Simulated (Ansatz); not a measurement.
Process, species as SMILES: C#N (CH-N) + 3 [H][H] (H2) → C (CH4) + N (NH3)
B3LYP-D3(BJ)/def2-TZVP geometries, fixed; electronic energies without zero-point terms.

Effect of a fitting basis named in the input at PBE/aug-cc-pVTZ with Ansatz (a first-principles code), against the last row, where the energy of full hydrogenation is -82.26 kcal/mol. The default fits or decomposes integrals by the program's own choice; accuracy: high also tightens integrals, grids and stops.

```
setting                        largest shift of a total energy (mEh)  shift of the energy of full hydrogenation (kcal/mol)
-----------------------------  -------------------------------------  ----------------------------------------------------
fitting: def2-SV(P)-JKFIT                                     -0.062                                                -0.010
fitting: def2-universal-JKFIT                                 -0.062                                                -0.010
fitting: cc-pVTZ-JKFIT                                        -0.017                                                -0.014
fitting: cc-pVQZ-JKFIT                                        -0.011                                                -0.004
fitting: cc-pV5Z-JKFIT                                        -0.006                                                -0.001
fitting: def2-universal-JFIT                                  -0.171                                                 0.081
accuracy: high                                                 0.001                                                -0.001
accuracy: medium (default)                                     0.000                                                 0.000
```

Within 0.05 kcal/mol in the energy of full hydrogenation: fitting: def2-SV(P)-JKFIT; fitting: def2-universal-JKFIT; fitting: cc-pVTZ-JKFIT; fitting: cc-pVQZ-JKFIT; fitting: cc-pV5Z-JKFIT; accuracy: high. The largest shift is 0.171 mEh in a total energy and 0.081 kcal/mol in the difference.
